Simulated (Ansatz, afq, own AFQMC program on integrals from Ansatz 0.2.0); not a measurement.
Two steps: Ansatz 0.2.0 writes the Fock matrix and Cholesky factors of the valence space, and afq projects on them the lowest state that overlaps trial and start.

```yaml
crystal:
  periodic: [false, false, false]
  atoms:
    - {symbol: V, position_ang: [-0.554267, 0.005287, 0.003690]}
    - {symbol: N, position_ang: [1.587433, -0.015141, -0.010568]}
    - {symbol: H, position_ang: [1.975497, -0.957550, -0.008194]}
    - {symbol: H, position_ang: [1.994328, 0.454677, 0.797171]}
    - {symbol: H, position_ang: [1.983423, 0.446091, -0.828609]}
basis:
  gaussian: {orbitals: def2-SVP}
total_charge: 1
magnetization: {spin_polarized: true, initial_magnetization: 4}
correlation: {method: ccsd_t, electrons: outside_noble_gas, hamiltonian_folder: ham}
```

```sh
$ ansatz run in.yaml --threads 1 --pin off --events-out ev --progress --plain --max-ram 24576MiB --backend cuda --devices 0, --max-vram 18GiB
```

Options of the walk:

```
--method phaseless --trial cisd --walkers 4000 --populations 20 --least-time 60 --time-step 0.005 --steps-per-block 50 --equilibration-blocks 40 --max-blocks 4000 --target-error 0.00021 --factor-cut 1e-05 --start spin_pure --seed 9510 --release-times 0.24,0.6,1.2,2,3,4.2 --release-step 0.04 --release-every 3 --taylor-order 6
```

Times are imaginary, in 1/Eh. The walk had a cap of 230 s. With eight or more populations the least sampling time is a fifth of least-time, and the error comes from their spread.

Output of the walk:

```
orbitals 50  electrons 8 4  factors 436 of 652
reference energy -998.76088008 Eh
CCSD correlation -0.23724451 Eh in 24 cycles, weight of the determinant in the CISD state 0.8684
energy of the start -998.998126 Eh
 block  time / (1/Eh)  mean weight  energy / Eh
     1     0.250  0.9999  -998.996266
     2     0.500  0.9998  -998.998507
     3     0.750  1.0000  -999.000262
     4     1.000  0.9999  -999.001727
     5     1.250  0.9999  -999.002168
     7     1.750  0.9998  -999.003172
     9     2.250  1.0000  -999.003425
    13     3.250  1.0001  -999.003475
    21     5.250  0.9999  -999.004500
    29     7.250  0.9994  -999.003524
    37     9.250  1.0003  -999.003152
    45    11.250  0.9999  -999.003889
    53    13.250  0.9997  -999.003996
    61    15.250  1.0000  -999.004478
    69    17.250  1.0003  -999.003685
    77    19.250  1.0001  -999.002856
    85    21.250  1.0000  -999.003078
    93    23.250  0.9997  -999.003410
   101    25.250  1.0004  -999.004894
   109    27.250  0.9998  -999.003400
   117    29.250  0.9997  -999.004284
   125    31.250  1.0007  -999.003395
   133    33.250  1.0005  -999.002346
   141    35.250  1.0006  -999.003383
   149    37.250  1.0000  -999.004623
   157    39.250  1.0001  -999.003543
   165    41.250  0.9998  -999.002790
   173    43.250  1.0002  -999.004185
   177    44.250  1.0001  -999.001977
   181    45.250  0.9993  -999.003937
   189    47.250  0.9994  -999.002206
error from the spread of 20 populations
released: time / (1/Eh)  energy / Eh  error  mean overlap
  0.24  -999.003635  0.000079  0.9992
  0.60  -999.006548  0.002807  0.9963
  1.20  -999.004041  0.000127  0.9900
  2.00  -999.003879  0.000171  0.9842
  3.00  -999.003487  0.000309  0.9844
  4.20  -999.003592  0.000504  0.9885
energy -999.003503 +/- 0.000111 Eh
(rows thinned)
```

The run passed its tests (sampling time, drift between the halves within three errors, error under three times the target), which doesn't prove that it has relaxed, ending at its cap on processor time. The second half of the sampling lies above the first by 2.3 errors of their difference, so the energy may still be moving and its error bar be too small.

Against this walk (error 3.0 meV) on the same determinant: CCSD(T) 10.4 meV higher, CCSDT(Q) 14.1 meV lower. The error is statistical and leaves out the bias of the constraint. The released energies have errors that jump between times, so the bars are unsure (meV from the phaseless value at times in 1/Eh: -83 ± 76 at 0.60, -15 ± 3 at 1.20, -10 ± 5 at 2.00, 0 ± 8 at 3.00, -2 ± 14 at 4.20), so they give no level.

Cautions: constraint bias not in the error; no relativity below Rb; outer-core shells of the metal frozen; lower spins were not checked; higher spins were not checked; strong correlation (T1 0.051, weight of the determinant 0.87, largest double 0.04).

The walk took 7.2 min on 1 × NVIDIA H100 80GB HBM3 with 2 threads of AMD EPYC 7R13 Processor (Zen 3) (shared host) (the card was shared). The log's last line is the phaseless energy.

CCSDT and higher add their correlation energy to the determinant of the CCSD(T) run, since their own runs factorise the integrals more tightly (a shift of under 2 meV). A walk keeps the symmetry of its determinant, which the program's search chose and which needn't be the lowest solution, so a lower state of the same spin and another symmetry isn't excluded.
